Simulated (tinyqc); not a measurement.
Extended Hueckel theory, for BH3, step by step. One step of it, computed by the program tinyqc.

Problem. Wolfsberg-Helmholz matrix. H_ij = K' S_ij (H_ii + H_jj)/2 for i != j (the diagonal keeps H_ii), with K' = 1.5.

overlap S, lower triangle:
```
           1B 2s     1B 2px     1B 2py     1B 2pz     2H 1s     3H 1s     4H 1s
1B 2s   1.000000
1B 2px  0.000000   1.000000
1B 2py  0.000000   0.000000   1.000000
1B 2pz  0.000000   0.000000   0.000000   1.000000
2H 1s   0.507261   0.543246   0.000000  -0.004724  1.000000
3H 1s   0.507232  -0.271600   0.470459  -0.004723  0.103995  1.000000
4H 1s   0.507232  -0.271600  -0.470459  -0.004723  0.103995  0.103976  1.000000
```

diagonal H_ii (eV): 1B 2s -15.200000, 1B 2px -8.500000, 1B 2py -8.500000, 1B 2pz -8.500000, 2H 1s -13.600000, 3H 1s -13.600000, 4H 1s -13.600000

K = 1.500000

Give: H.

Solution.

H (eV), lower triangle:
```
          1B 2s  1B 2px  1B 2py  1B 2pz    2H 1s    3H 1s    4H 1s
1B 2s   -15.200
1B 2px    0.000  -8.500
1B 2py    0.000   0.000  -8.500
1B 2pz    0.000   0.000   0.000  -8.500
2H 1s   -10.957  -9.004   0.000   0.078  -13.600
3H 1s   -10.956   4.502  -7.798   0.078   -2.121  -13.600
4H 1s   -10.956   4.502   7.798   0.078   -2.121   -2.121  -13.600
```
